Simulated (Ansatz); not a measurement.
Geometry optimisation, UKS PBE-D4/6-31G* (Ansatz).

Input:

```yaml
crystal:
  periodic: [false, false, false]
  atoms:
    - { symbol: B, position_ang: [0.0481, 0.2286, -0.3133] }
    - { symbol: H, position_ang: [0.1857, 0.0487, 1.187] }
    - { symbol: O, position_ang: [-0.4428, -0.8868, -0.6624] }
    - { symbol: H, position_ang: [-0.174, -0.6323, 0.5709] }
    - { symbol: H, position_ang: [0.383, 1.2418, -0.7822] }
magnetization:
  spin_polarized: true
basis:
  gaussian: { orbitals: "6-31G*" }
hamiltonian:
  xc: pbe
  dispersion: d4
relax:
  f_tol: 0.15
  max_steps: 25
  restrain:
    - { distance: [3, 1], at: 0.62, k: 30.0 }
    - { distance: [0, 1], at: 2.45, k: 30.0 }
    - { distance: [3, 2], at: 2.27, k: 30.0 }
```

Launched with:

```bash
$ ansatz run input.yaml --threads 1 --pin off --max-ram 2048MiB --backend cpu --events-out ev --progress --plain --runs-dir out
```

Q: Where does it end, and by what steps?

A: The run converged. The restraints hold the end off the free minimum. After 6 steps the energy has fallen by 1.793 eV (the restraints' own energy left out); H4 moved furthest, 0.63 Å. Parted: B1–H4. Joined: H2–H4.

```tsv
step	energy less start (eV)	largest force component (eV/Å)	accepted
0	0.0000	1.697	yes
1	-0.5428	4.109	yes
2	-1.3045	3.124	yes
3	-1.7013	2.525	yes
4	-1.8279	0.899	yes
5	-1.7809	1.853	yes
6	-1.7926	1.745	yes
```

```xyz
5
Properties=species:S:1:pos:R:3
B -0.039 0.212 -0.895
H 0.203 -0.036 1.541
O -0.499 -0.908 -1.020
H -0.068 -0.575 1.194
H 0.403 1.307 -0.820
```

Whether the end is a true minimum wasn't checked by a vibrational analysis.

Run time: 10 s on 1 CPU thread of a shared host.
